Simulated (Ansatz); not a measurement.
C4H5F (`C=C/C=C\F`), relaxed with RKS PBE-D4/def2-SVP in Ansatz from a rough embedded geometry. The force threshold is 0.03 eV/Å; the program also tests the step.

Charge 0, multiplicity 1.

Start:

```xyz
10

C    -1.781   -0.007   -0.548
C    -0.495   -0.370   -0.330
C     0.478    0.423    0.338
C     1.717    0.071    0.558
F     2.225   -1.106    0.097
H    -2.429   -0.619   -1.100
H    -2.146    0.927   -0.136
H    -0.140   -1.304   -0.780
H     0.100    1.349    0.816
H     2.470    0.635    1.085
```

| step | energy (eV) | largest force (eV/Å) | largest move (Å) |
| --- | --- | --- | --- |
| 1 | -6931.6696 | 2.724 | 0.000 |
| 2 | -6931.8238 | 0.909 | 0.061 |
| 3 | -6931.8455 | 0.287 | 0.032 |
| 4 | -6931.8511 | 0.123 | 0.022 |
| 5 | -6931.8517 | 0.030 | 0.007 |
| 6 | -6931.8519 | 0.016 | 0.004 |

End:

```xyz
10

C    -1.797   -0.006   -0.552
C    -0.508   -0.371   -0.362
C     0.468    0.415    0.373
C     1.756    0.056    0.568
F     2.263   -1.092    0.086
H    -2.495   -0.641   -1.118
H    -2.193    0.939   -0.145
H    -0.148   -1.325   -0.783
H     0.155    1.376    0.811
H     2.500    0.648    1.125
```

It took 9 s on 2 threads of a server CPU on a shared host, with 0.14 GiB of host memory at the peak.
